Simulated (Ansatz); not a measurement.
Relaxation of CH$_{4}$BSi (7 atoms, charge 0, multiplicity 2), to a largest force component of 0.02 eV/Å in at most 50 steps.

The calculation used Ansatz, UKS PBE0-D4/cc-pVDZ.

```xyz
7
Properties=species:S:1:pos:R:3
B -1.454 0.491 -0.969
Si 0.045 -0.015 0.028
C 1.449 -0.488 0.964
H 0.059 -0.437 -1.349
H -1.493 1.542 -1.506
H 2.285 -1.021 0.536
H 1.548 -0.274 2.019
```

Q: Where does it end, and by what steps?

A: It converged. After 20 steps the energy has fallen by 1.599 eV; H4 moved furthest, 1.58 Å. Parted: Si2–H4. Joined: B1–H4.

```csv
step,energy less start (eV),largest force component (eV/Å),accepted
0,0.0000,2.590,yes
1,-0.2722,0.735,yes
2,-0.3604,0.599,yes
3,-0.5776,0.653,yes
4,-0.8005,1.253,yes
5,-0.9281,0.842,yes
6,-0.9360,0.576,yes
7,-0.9783,0.283,yes
8,-1.0252,0.275,yes
9,-1.0980,0.770,yes
10,-1.2573,0.565,yes
11,-1.4004,0.667,yes
12,-1.4914,0.505,yes
13,-1.4862,1.148,no
14,-1.5284,0.401,yes
15,-1.5626,0.337,yes
16,-1.5870,0.158,yes
17,-1.5924,0.137,yes
18,-1.5947,0.053,yes
19,-1.5992,0.026,yes
20,-1.5993,0.007,yes
```

```xyz
7
Properties=species:S:1:pos:R:3
B -0.945 0.383 -1.262
Si 0.403 -0.048 0.028
C 1.617 -0.433 1.159
H -1.416 -0.519 -1.903
H -1.268 1.537 -1.372
H 2.674 -0.438 0.879
H 1.375 -0.684 2.196
```

Whether the end is a true minimum wasn't checked by a vibrational analysis.

Time of the run: 42 s on 2 threads of Arm Neoverse V1, with other jobs on the host, peak memory 0.15 GiB.
